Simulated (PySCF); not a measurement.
Gas-phase reaction: AlH3 + 2 N + 2 Cl → AlCl2NH2 + NH

Computed with PySCF (xtb for GFN2) and rigid-rotor harmonic-oscillator thermochemistry at 1 bar. † marks an energy on the PBE0/def2-TZVP geometry and frequencies; other levels use their own. CCSD(T) freezes the core. 6-31G* has spherical d functions here. Open shells (unrestricted): N (multiplicity 4), Cl (multiplicity 2), NH (multiplicity 3); the rest are closed-shell singlets. GFN2 has no spin-polarisation term. Spin-orbit splitting is ignored; it lowers the true energy and changes the entropy of Cl. B3LYP is the form with VWN-RPA correlation. AlH3, AlCl2NH2: computed as isolated molecules; such fragments, hydroxides, amides, oligomers or adducts are transient or little studied in the gas. CCSD(T) isn't extrapolated to the basis-set limit.

| level | ΔH°(298 K), kJ |
|---|---|
| B3LYP/def2-TZVP† | -1424 |
| CCSD(T)/def2-SVP† | … |
| CCSD(T)/def2-TZVPP† | -1382 |
| GFN2-xTB | -1820 |
| HF/6-31G* | … |
| M06-2X/def2-TZVP† | … |
| PBE/def2-SVP | -1503 |
| PBE0/def2-TZVP | -1460 |
| r2SCAN/def2-TZVP† | -1460 |
| LDA/def2-TZVP† | … |
| ωB97M-V/def2-TZVP† | -1463 |

Question: What belongs in the gaps?

Answer: 
- CCSD(T)/def2-SVP†, ΔH°(298 K), kJ: -1286
- HF/6-31G*, ΔH°(298 K), kJ: -872
- M06-2X/def2-TZVP†, ΔH°(298 K), kJ: -1469
- LDA/def2-TZVP†, ΔH°(298 K), kJ: -1700
